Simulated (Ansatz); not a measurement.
BH3NO, SMILES `N[B]O` radical, relaxed with UKS PBE0-D4/def2-TZVP in Ansatz 0.2.0 from a GFN2-xTB geometry. The force threshold is 0.005 eV/Å; the program also tests the step.

Charge 0, multiplicity 2.

Start:

```xyz
6

N     0.624   -0.652   -0.360
B    -0.002    0.594   -0.296
O    -0.952    0.764    0.674
H     1.335   -0.912   -1.019
H     0.387   -1.404    0.276
H    -1.391    1.609    0.726
```

| step | energy (eV) | largest force (eV/Å) | largest move (Å) |
| --- | --- | --- | --- |
| 1 | -4259.6223 | 0.546 | 0.000 |
| 2 | -4259.6464 | 0.229 | 0.036 |
| 3 | -4259.6585 | 0.160 | 0.045 |
| 4 | -4259.6595 | 0.117 | 0.017 |
| 5 | -4259.6599 | 0.013 | 0.002 |
| 6 | -4259.6599 | 0.001 | 0.001 |

End:

```xyz
6

N     0.622   -0.675   -0.349
B    -0.035    0.544   -0.235
O    -0.989    0.777    0.703
H     1.327   -0.850   -1.041
H     0.428   -1.457    0.260
H    -1.354    1.661    0.662
```

It took 9.5 s on 2 threads of an AMD EPYC 7R13 on a shared host, with 0.22 GiB of host memory at the peak.
